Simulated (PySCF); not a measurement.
`O=c1cc1O`. The calculation used PBE0-D3(BJ)/def2-TZVP geometry optimisation, gas phase in PySCF.

```
atom  x, y, z in Å
O1    -1.1848   -1.8010    0.4578
C2    -0.6906   -0.7200    0.3065
C3    -0.6819    0.6952    0.4736
C4     0.3462    0.1404   -0.1825
O5     1.4705    0.4461   -0.7960
H6    -1.1351    1.6055    0.8414
H7     1.8806   -0.3610   -1.1280
```

Problem. Give the dihedral angles C4–C2–C3–H6, C2–C4–O5–H7, H6–C3–C4–O5.

Solution. C4–C2–C3–H6 180° (antiperiplanar); C2–C4–O5–H7 -1° (synperiplanar); H6–C3–C4–O5 0° (synperiplanar). Dihedral signs follow IUPAC: positive where, seen along the central bond, the front bond turns clockwise onto the rear one.

Problem. What is the longest distance between nuclei?

Solution. H6···H7, 4.10 Å; the next longest distance is 3.74 Å.

Problem. Where is the centre of mass (commonest isotopes), and what is the radius of gyration?

Solution. Mass 70.005 u; centre at (-0.100, -0.272, 0.021) Å; Rg = √(Σ m r²/M) = 1.505 Å. As Ia + Ib + Ic = 2 Σ m r², the three principal moments sum to 317.0 u·Å².

Problem. How far are the heavy atoms from their best plane (unweighted least squares)?

Solution. 0.001 Å rms; none is more than 0.002 Å off.

Problem. What is the repulsion energy of the bare nuclei, Σ ZA·ZB/RAB?

Solution. 147.54 Eh over 21 pairs, with full nuclear charges and distances in bohr; the largest single term is 21.20 Eh (O1 with C2).

Problem. What are the angles C3–C2–C4, C2–C3–C4, C2–C3–H6, C4–C3–H6, C3–C4–O5?

Solution. From the scalar product of the two bond vectors; for C3–C2–C4 it is 1.1449 Å² over 1.4251 × 1.4333 Å², cos θ = 0.5605. C3–C2–C4 55.9°; C2–C3–C4 62.4°; C2–C3–H6 150.8°; C4–C3–H6 146.8°; C3–C4–O5 141.9°.

Problem. Write the matrix of distances between heavy atoms (Å, lower triangle).

Solution. 
```
O1    0.000
C2    1.198  0.000
C3    2.546  1.425  0.000
C4    2.554  1.433  1.340  0.000
O5    3.698  2.692  2.511  1.317  0.000
```

Whether it is a minimum is left open (no frequencies). The numbers are those of one conformer.
